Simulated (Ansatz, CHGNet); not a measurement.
For zinc-blende AlP, the machine-learned potential CHGNet 0.3.0 (trained on PBE and PBE+U data) gives:

* **elastic constant C11**: 92.7 GPa
* **elastic constant C44**: 14.1 GPa
* **polycrystal shear modulus**: 7.8 GPa

Q: What does B3LYP (VWN-RPA form) (Ansatz, a quantum-chemistry and plane-wave program, PAW) give for the same quantities?

A: 
- elastic constant C11: 135 GPa (grows by 46 %)
- elastic constant C44: 68.4 GPa (increases by 390 %)
- Voigt–Reuss–Hill shear modulus: 53.9 GPa (rises by 590 %)

Changes are worked out from the printed values.

Unless a cell is named, each level is at its own relaxed cell (CHGNet 0.3.0 20.93, B3LYP (VWN-RPA form) 20.99 Å³/atom).

Ansatz's density-functional and Hartree–Fock values are scalar-relativistic unless marked +SOC, with PAW data made under PBE.
